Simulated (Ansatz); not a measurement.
Reaction: LiF (SMILES [F][Li]) → Li (doublet) + F (doublet) (the F-Li bond breaks)
Each species at its own B3LYP-D3(BJ)/def2-TZVP minimum (Ansatz, a first-principles code).

Wanted: bond dissociation energy (electronic), in kJ/mol. Radicals and triplets start from unrestricted determinants; spin-orbit coupling is neglected. Correlated methods leave the cores frozen. No relativity. CBS(X,Y): correlation extrapolated as X^-3, Hartree-Fock from the larger set. A bracket is a step between two methods taken in the basis named. Double hybrids freeze cores in their MP2 part. Full CI freezes restricted core orbitals, also for open shells; the composite that ends in it estimates full CI at the basis-set limit. Where a partner has so few electrons that a lower coupled-cluster level is exact, that level stands in.

CCSD(T)/CBS(def2-TZVPP,def2-QZVPP) + [CCSDT(Q) - CCSD(T)]/def2-QZVPP + [FCI - CCSDT(Q)]/def2-SVP (Ansatz) gives 576.6 kJ/mol.

Q: How far off this value is PBE/def2-TZVPD (Ansatz), in which direction, and which of these levels come nearer: B3LYP/def2-TZVPD, PBE0/def2-TZVPD, wB97M-V/def2-TZVPD, B2PLYP/def2-TZVPD, CCSD(T)/CBS(def2-TZVPP,def2-QZVPP)?

A: PBE gives 576.1 kJ/mol, 0.5 kJ/mol below it. Differences of the others: B3LYP/def2-TZVPD (Ansatz) -8.7; PBE0/def2-TZVPD (Ansatz) -30.0; wB97M-V/def2-TZVPD (Ansatz) -1.6; B2PLYP/def2-TZVPD (Ansatz) -7.7; CCSD(T)/CBS(def2-TZVPP,def2-QZVPP) (Ansatz) 0.1 kJ/mol. Nearer than PBE: CCSD(T)/CBS(def2-TZVPP,def2-QZVPP).
